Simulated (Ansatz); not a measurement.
## Be: which structure is lowest?

All numbers below come from Ansatz 0.2.0, DFT, LDA (PW92), plane waves (420 eV) with PAW, scalar-relativistic. (PAW data from PBE, frozen cores regenerated.)

Each structure is relaxed within its own symmetry, so a high-lying one may be dynamically unstable.

Task: Rank these structures of beryllium by energy per atom, lowest first.
A. fcc
B. omega (AlB2-type)
C. hcp
D. A15
E. bcc
F. simple cubic
G. dhcp
H. diamond

Result: C (0 meV/atom), G (33 meV/atom), A (77 meV/atom), E (98 meV/atom), D (109 meV/atom), B (196 meV/atom), F (1069 meV/atom), H (1746 meV/atom).

```tsv
structure	ΔE (meV/atom)	V (Å³/atom)	cell	magnetic state
hcp	0	7.55	a = 2.230 Å, c = 3.508 Å (c/a = 1.574)	spin not included
dhcp	33	7.54	a = 2.218 Å, c = 7.075 Å (c/a = 3.189)	spin not included
fcc	77	7.50	a = 3.108 Å	spin not included
bcc	98	7.47	a = 2.462 Å	spin not included
A15	109	7.69	a = 3.948 Å	spin not included
omega (AlB2-type)	196	7.68	a = 3.519 Å, c = 2.149 Å (c/a = 0.611)	spin not included
simple cubic	1069	9.80	a = 2.140 Å	spin not included
diamond	1746	14.05	a = 4.826 Å	spin not included
```

ΔE counts from hcp.

Differences under about 8 meV lie within the error of the k-point mesh.
